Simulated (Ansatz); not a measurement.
**LiPH₂ (triplet): wave-function methods side by side at distance P1–H4 = 1.420 Å, 6-31G**

The task here is to estimate one member of a computed series from the others.

Computed with Ansatz 0.2.0, Gaussian basis. Level: 6-31G, core rule «outside noble gas», up to 6 orbitals frozen.

Plan: UHF; CCSD(T) on ROHF; CCSD(T) on UHF; BCCD(T) on ROHF; CISD; CCSDT(Q) on ROHF; CCSDT(Q) on UHF; CASSCF and MRCISD+Q, 4 electrons in 4 orbitals; CASSCF and NEVPT2, 4 electrons in 4 orbitals; Full CI.

44 further runs of the same task are left out: 23 for a known fault of the program, 18 that didn't finish, 3 set aside as unsound or not needed.

**The geometry**

The geometry derives from a PBE0/def2-TZVP stationary point (not a proven minimum). One bond is set to the value named and the two fragments are kept rigid.

4 atoms, charge 0, spin multiplicity 3.

Atoms are counted from 1 here; the program's logs count them from 0.

Bond lengths: P1–H3 1.430 Å, P1–H4 1.420 Å. Angles: H3–P1–H4 93.2°.

Set-up of the first run:

in.yaml

```yaml
crystal:
  periodic: [false, false, false]
  atoms:
    - {symbol: P, position_ang: [0.000000, 0.027316, 0.488956]}
    - {symbol: Li, position_ang: [0.000000, -0.001113, -2.577448]}
    - {symbol: H, position_ang: [0.000000, 0.504297, 1.836882]}
    - {symbol: H, position_ang: [0.000000, -1.336050, 0.886751]}
basis:
  gaussian: {orbitals: 6-31G}
magnetization: {spin_polarized: true, initial_magnetization: 2}
hamiltonian: {xc: hf}
output: {orbitals: {seedname: orbitals}}
```

The run is started by

```bash
> ansatz run in.yaml --threads 1 --pin off --events-out ev --progress --plain --max-ram 2393MiB
```

Steps of the session up to this table: UHF; CCSD(T) on ROHF; CCSD(T) on UHF; BCCD(T) on ROHF; CISD; CCSDT(Q) on ROHF; CCSDT(Q) on UHF; CASSCF and MRCISD+Q, 4 electrons in 4 orbitals; CASSCF and NEVPT2, 4 electrons in 4 orbitals; Full CI.

One table of the session follows, with a row left open; its other results are not shown here.

| method | from FCI (meV) |
| --- | --- |
| ROHF | +1893.5 |
| UHF | +1845.3 |
| RMP2 | +519.9 |
| UMP2 | +511.4 |
| CISD | +79.7 |
| RCCSD | +26.2 |
| UCCSD | ? |
| RCCSD(T) | +7.5 |
| UCCSD(T) | +7.5 |
| BCCD(T) | +7.7 |
| RCCSDT | +1.4 |
| UCCSDT | +1.2 |
| RCCSDT(Q) | +0.3 |
| UCCSDT(Q) | +0.2 |
| FCI | 0 |

Q: Estimate the row for UCCSD from the others.

As computed: from FCI (meV): +26.3. In the column «from FCI (meV)» it lies between RCCSD (+26.2) and CISD (+79.7).

Left out of the table: CASSCF pair, NEVPT2 pair, MRCISD pair, MRCISD+Q pair (the active space lost an orbital or holds another state than full CI finds).

Limits of these values: Levels on UHF freeze UHF's core orbitals, full CI those of ROHF, so the U rows can settle a little off it for that reason alone. Restricted and unrestricted rows rest on different reference determinants; where their highest levels disagree by more than a few hundredths of an eV, they describe different states and don't form one ladder. Warnings in the runs' records: passed over end.
